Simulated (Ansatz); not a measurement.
A made-up structure of CH5SSi (charge +1), closed shell:

C1  (-0.816, 1.053, -1.033)
Si2  (-0.019, 0.568, 0.373)
S3  (0.587, -1.572, 0.144)
H4  (-0.971, 0.381, -1.870)
H5  (-1.202, 2.061, -1.147)
H6  (0.385, 1.120, 1.673)
H7  (-1.164, 0.932, -0.039)
H8  (0.157, -2.091, 1.318)
(Å)

It is relaxed with PBE-D4/def2-SVP and then PBE0-D4/def2-TZVP (Ansatz 0.2.0). Atoms count as bonded within 1.22 times the sum of their covalent radii (H–H: 0.88 Å). The end point is not checked to be a true minimum.

Q: Does its bonding change? (A judgement: the text doesn't fix the answer.)

A: The calculation gives: Yes. Formed: none; broken: Si2–H7.

Where it ends: The first stage lowers the energy by 4.09 eV in 15 steps. It ends as CH₅SSi ([CH3][SiH][SH]), total charge +1:
```xyz
8
angstrom
C -1.0101 1.0698 -0.8996
Si -0.1377 0.2084 0.4408
S 0.5176 -1.7035 0.1871
H -1.1140 0.4500 -1.7912
H -0.4643 1.9877 -1.1490
H 0.1258 0.8475 1.7425
H -2.0019 1.3728 -0.5428
H 1.0409 -1.7812 1.4301
```

Labels in which every atom is bracketed show which atoms are joined, not bond orders.

For scale, one of the runs: PBE0-D4/def2-TZVP relaxation, 135 basis functions, launched by `ansatz run in.yaml --threads 2 --pin off --events-out ev --progress --plain --max-ram 4352MiB`. The run took about 16 s on 2 CPU threads of an Arm Neoverse V1 (shared host).
